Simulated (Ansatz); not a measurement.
**doublet HF(+): levels of theory in one basis**

```yaml
atoms:
  - { symbol: H, position_ang: [0.0000, 0.0000, -0.5477] }
  - { symbol: F, position_ang: [0.0000, 0.0000, 0.5477] }
```

Basis set: def2-SVP (spherical functions). Correlated methods keep 1 orbital frozen. Correlation on ROHF uses semicanonical orbitals with singles. Charge 1, multiplicity 2.

Computed with Ansatz (development build ahead of 0.2.0); each method stands on the lowest determinant of its kind that the runs found.

```tsv
method	E − E(ROHF) (eV)	<S²> of the determinant
ROHF	0.00	0.75
UHF	-0.12	0.76
ROHF-MP2	-4.15	–
UHF-MP2	-4.15	0.76
ROHF-CCSD(T)	-4.56	–
UHF-CCSD(T)	-4.56	0.76
```
